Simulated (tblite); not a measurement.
Computed values, GFN2-xTB/tblite, gas phase, harmonic and unscaled. This tight-binding method is rough: wavenumbers can miss measured ones by several per cent, in bad cases by 10 to 20. Modes of hydrogen on phosphorus and silicon can be 10 to 20 % off. One conformer each. Open shells enter through the occupations alone, without spin polarisation, and single modes of such species can be off by tens of per cent. Thermal functions are those of the rigid rotor and harmonic oscillator, without mixing of conformers.

Question: Order these by their ideal-gas entropy at 500 K and 1 bar, highest first (J/(mol K)).
A. `N#C[Si@@H]1[SiH2]CC[C@@H]1F`
B. `C=N[C@@H]1[CH]C[Si@@]1(N)P` [radical]
C. `[H]/N=C(/[CH]C)CN=C` [radical]
D. `F[C]1O[C@@H]1C(F)F` [radical]
E. `O=C1C=CC(=O)C2=CC=CC=C12`
F. `O=S(=O)(/C=C/O)C(F)(F)F`

Answer: B (580.4), F (535.4), A (513.8), E (493.4), C (469.3), D (409.1).

```csv
SMILES,atoms,mass (u),symmetry number,modes under 300 cm⁻¹,ZPE (kJ/mol),S translation (J/(mol K)),S rotation,S vibration,S spin,S,Cp
C=N[C@@H]1[CH]C[Si@@]1(N)P,18,145.04,1,10,341.4,181.7,130.6,262.3,5.8,580.4,250.0
O=S(=O)(/C=C/O)C(F)(F)F,13,175.98,1,8,177.9,184.1,132.1,219.2,0.0,535.4,212.1
N#C[Si@@H]1[SiH2]CC[C@@H]1F,16,145.02,1,7,282.9,181.7,129.7,202.4,0.0,513.8,226.8
O=C1C=CC(=O)c2ccccc21,18,158.04,2,5,335.4,182.7,127.3,183.4,0.0,493.4,241.8
[H]/N=C(/[CH]C)CN=C,16,97.08,1,6,339.9,176.7,122.7,164.1,5.8,469.3,194.9
F[C]1O[C@@H]1C(F)F,9,111.01,1,3,126.6,178.3,121.5,103.4,5.8,409.1,134.6
```

Entropies and Cp are for 500 K and 1 bar.
